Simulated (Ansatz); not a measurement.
# hcp against fcc along the alkaline-earth metals

All numbers below come from Ansatz 0.2.0, DFT, LDA (PW92), plane waves (420 eV) with PAW, scalar-relativistic. The PAW files were generated under PBE, with cores re-solved for the functional.

Each structure is relaxed within its symmetry, in the lowest magnetic state of the tried starts. Differences under about 8 meV lie within the error of the k-point mesh.

| element | E(hcp) − E(fcc) (meV/atom) | V(hcp) (Å³/atom) | V(fcc) (Å³/atom) | state of hcp | state of fcc |
| --- | --- | --- | --- | --- | --- |
| Be | ? | ? | ? | ? | ? |
| Mg | -12 | 21.61 | 21.78 | spin not included | spin not included |
| Ca | 6 | 38.34 | 38.13 | spin not included | spin not included |
| Sr | 6 | 49.00 | 48.92 | spin not included | spin not included |

Q: Fill in the row of Be.

A: E(hcp) − E(fcc) (meV/atom): -77; V(hcp) (Å³/atom): 7.55; V(fcc) (Å³/atom): 7.50; state of hcp: spin not included; state of fcc: spin not included.
